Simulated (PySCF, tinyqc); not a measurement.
Worked calculation: CCSD on RHF in the sto-3g basis, for BH, spin multiplicity 1. The lowest restricted solution is unstable here: a spin-polarised one lies 0.0076 hartree lower (PySCF). One step of it, computed by the program tinyqc.

Task: CCSD: starting amplitudes. t_ij^ab = <ij||ab> / (e_i + e_j - e_a - e_b), whose energy is MP2.

orbital energies (hartree): [-7.354177, -0.519778, -0.248675, 0.264422, 0.264422, 0.542761]

Two-electron integrals over orbitals (pq|rs), unique and non-zero (hartree):
```
(11|11) 2.891770    (21|11) -0.246941   (21|21) 0.034119    (22|11) 0.597202
(22|21) -0.005025   (22|22) 0.523899    (31|11) -0.198891   (31|21) 0.024284
(31|22) -0.016189   (31|31) 0.029657    (32|11) 0.120038    (32|21) -0.008590
(32|22) -0.057320   (32|31) 0.004296    (32|32) 0.095590    (33|11) 0.649411
(33|21) -0.012736   (33|22) 0.429886    (33|31) 0.003506    (33|32) 0.045694
(33|33) 0.521233    (41|41) 0.021647    (42|41) 0.020909    (42|42) 0.068308
(43|41) 0.016877    (43|42) 0.044926    (43|43) 0.054129    (44|11) 0.742002
(44|21) -0.009277   (44|22) 0.457438    (44|31) -0.006858   (44|32) 0.063429
(44|33) 0.481017    (44|44) 0.586773    (51|51) 0.021647    (52|51) 0.020909
(52|52) 0.068308    (53|51) 0.016877    (53|52) 0.044926    (53|53) 0.054129
(54|54) 0.031630    (55|11) 0.742002    (55|21) -0.009277   (55|22) 0.457438
(55|31) -0.006858   (55|32) 0.063429    (55|33) 0.481017    (55|44) 0.523513
(55|55) 0.586773    (61|11) 0.123112    (61|21) -0.020667   (61|22) -0.008882
(61|31) -0.002363   (61|32) 0.014360    (61|33) 0.019020    (61|44) 0.003967
(61|55) 0.003967    (61|61) 0.024921    (62|11) -0.177938   (62|21) 0.002663
(62|22) -0.026287   (62|31) 0.012380    (62|32) -0.048520   (62|33) -0.009164
(62|44) -0.093102   (62|55) -0.093102   (62|61) 0.008500    (62|62) 0.113288
(63|11) 0.120549    (63|21) -0.003852   (63|22) -0.034074   (63|31) 0.005888
(63|32) 0.083326    (63|33) 0.061854    (63|44) 0.062014    (63|55) 0.062014
(63|61) 0.010442    (63|62) -0.060295   (63|63) 0.098968    (64|41) -0.009855
(64|42) -0.033349   (64|43) -0.006658   (64|64) 0.029511    (65|51) -0.009855
(65|52) -0.033349   (65|53) -0.006658   (65|65) 0.029511    (66|11) 0.641303
(66|21) -0.005469   (66|22) 0.533409    (66|31) -0.016248   (66|32) -0.063857
(66|33) 0.458238    (66|44) 0.458682    (66|55) 0.458682    (66|61) -0.008967
(66|62) -0.003664   (66|63) -0.039411   (66|66) 0.578683
```

Give: Starting amplitudes; correlation energy.

Result:

Starting amplitudes (spin orbitals 1a, 1b, ...; amplitudes related by a flip of all spins are not repeated):
```
from      to        t
3a 3b  6a 6b  -0.0625
2a 2b  6a 6b  -0.0533
3a 3b  4a 4b  -0.0527
3a 3b  5a 5b  -0.0527
2a 2b  4a 4b  -0.0436
2a 2b  5a 5b  -0.0436
2a 3b  4a 4b  -0.0346
2a 3b  5a 5b  -0.0346
2a 3b  6a 6b   0.0325
1a 2b  4a 4b  -0.0025
1a 2b  5a 5b  -0.0025
1a 3b  4a 4b  -0.0021
1a 3b  5a 5b  -0.0021
1a 1b  6a 6b  -0.0016
1a 1b  4a 4b  -0.0014
1a 1b  5a 5b  -0.0014
1a 3b  6a 6b  -0.0012
1a 2b  6a 6b  -0.0009
```

correlation energy = -0.034523 hartree
